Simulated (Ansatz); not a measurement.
Question: Name a neutral molecule of C, F and H with zero-point energy (PBE0-D4/def2-TZVP) between 280 and 296 kJ/mol and ideal-gas entropy at 298 K and 1 bar (rigid rotor, harmonic PBE0-D4/def2-TZVP) between 304 and 320 J/(mol·K) (Ansatz, PBE0-D4/def2-TZVP geometry).

Answer: `FC1C=CCC1` (287.6 kJ/mol, 310 J/(mol·K)); `FC1=CCCC1` (287.7 kJ/mol, 309 J/(mol·K)). Other molecules can fit too; these were computed, each in one conformer that needn't be the lowest.
